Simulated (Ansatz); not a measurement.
# PSi2: the cost of one run

The runs use Ansatz 0.2.0, Gaussian basis; def2-TZVPP, core rule «outside noble gas», up to 15 orbitals frozen.

The runs, in order: UHF; ROHF; CCSD(T) on UHF.

### 1 The system

The geometry is a PBE0/def2-TZVP stationary point (not a proven minimum) of the parent state, kept for this charge and spin.

3 atoms, charge 1, spin multiplicity 5.

Atoms are counted from 1 here; the program's logs count them from 0.

Bond lengths: P1–Si2 2.102 Å, Si2–Si3 2.227 Å. Angles: P1–Si2–Si3 180.0°.

### 2 UHF

The input, in.yaml:

```yaml
crystal:
  periodic: [false, false, false]
  atoms:
    - {symbol: P, position_ang: [0.000000, 0.000000, -2.143900]}
    - {symbol: Si, position_ang: [0.000000, 0.000000, -0.041700]}
    - {symbol: Si, position_ang: [0.000000, 0.000000, 2.185600]}
basis:
  gaussian: {orbitals: def2-TZVPP}
total_charge: 1
magnetization: {spin_polarized: true, initial_magnetization: 4}
hamiltonian: {xc: hf}
output: {orbitals: {seedname: orbitals}}
```

Command:

```
$ ansatz run in.yaml --threads 1 --pin off --events-out ev --progress --plain --max-ram 4096MiB --backend cpu
```

Q: Estimate wall time and peak memory on 1 thread of AMD EPYC 7R13, shared host.

About 16 s, with a peak of 0.41 GiB.
